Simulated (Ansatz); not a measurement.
Geometry optimisation, RKS B3LYP-D4/def2-mTZVP in Ansatz 0.2.0.

input.yaml

```yaml
crystal:
  periodic: [false, false, false]
  atoms:
    - { symbol: C, position_ang: [0.7491, -0.645, 1.3592] }
    - { symbol: "N", position_ang: [0.8118, 0.2978, 0.212] }
    - { symbol: C, position_ang: [-0.4401, 0.4883, -0.4924] }
    - { symbol: "N", position_ang: [-0.535, -0.5874, -1.3643] }
    - { symbol: O, position_ang: [-0.3456, 1.6578, -1.2185] }
    - { symbol: F, position_ang: [-1.4535, 0.5979, 0.358] }
    - { symbol: H, position_ang: [1.7121, -0.7217, 1.8133] }
    - { symbol: H, position_ang: [0.3846, -1.5777, 1.0515] }
    - { symbol: H, position_ang: [0.0382, -0.1753, 2.1567] }
    - { symbol: H, position_ang: [1.4322, -0.111, -0.461] }
    - { symbol: H, position_ang: [-1.2922, -0.2415, -2.0131] }
    - { symbol: H, position_ang: [-1.0982, -1.2834, -0.8055] }
    - { symbol: H, position_ang: [0.0569, 2.2665, -0.581] }
basis:
  gaussian: { orbitals: def2-mTZVP }
hamiltonian:
  xc: b3lyp
  dispersion: d4
relax:
  f_tol: 0.015
  max_steps: 40
output:
  orbitals: {}
```

Launched with:

```bash
$ ansatz run input.yaml --threads 2 --pin off --max-ram 3072MiB --backend cpu --events-out ev --progress --plain --runs-dir out
```

Task: Where does it end, and by what steps?

Result: It converged. After 9 steps the energy has fallen by 0.778 eV; H10 moved furthest, 0.34 Å.

```json
{"step": "0", "energy less start (eV)": "0.0000", "largest force component (eV/Å)": "4.188", "accepted": "yes"}
{"step": "1", "energy less start (eV)": "-0.6170", "largest force component (eV/Å)": "1.625", "accepted": "yes"}
{"step": "2", "energy less start (eV)": "-0.7396", "largest force component (eV/Å)": "0.542", "accepted": "yes"}
{"step": "3", "energy less start (eV)": "-0.6296", "largest force component (eV/Å)": "1.382", "accepted": "no"}
{"step": "4", "energy less start (eV)": "-0.7674", "largest force component (eV/Å)": "0.133", "accepted": "yes"}
{"step": "5", "energy less start (eV)": "-0.7712", "largest force component (eV/Å)": "0.110", "accepted": "yes"}
{"step": "6", "energy less start (eV)": "-0.7745", "largest force component (eV/Å)": "0.078", "accepted": "yes"}
{"step": "7", "energy less start (eV)": "-0.7768", "largest force component (eV/Å)": "0.074", "accepted": "yes"}
{"step": "8", "energy less start (eV)": "-0.7774", "largest force component (eV/Å)": "0.031", "accepted": "yes"}
{"step": "9", "energy less start (eV)": "-0.7775", "largest force component (eV/Å)": "0.015", "accepted": "yes"}
```

```xyz
13
Properties=species:S:1:pos:R:3
C 0.718 -0.693 1.345
N 0.791 0.342 0.315
C -0.376 0.522 -0.502
N -0.731 -0.584 -1.326
O -0.218 1.610 -1.332
F -1.433 0.810 0.417
H 1.655 -0.694 1.901
H 0.557 -1.707 0.954
H -0.084 -0.456 2.040
H 1.566 0.161 -0.317
H -1.491 -0.318 -1.946
H -1.045 -1.361 -0.755
H 0.113 2.333 -0.778
```

Run time: 49 s on 2 threads of Arm Neoverse V1 (shared host), peak memory 0.34 GiB.
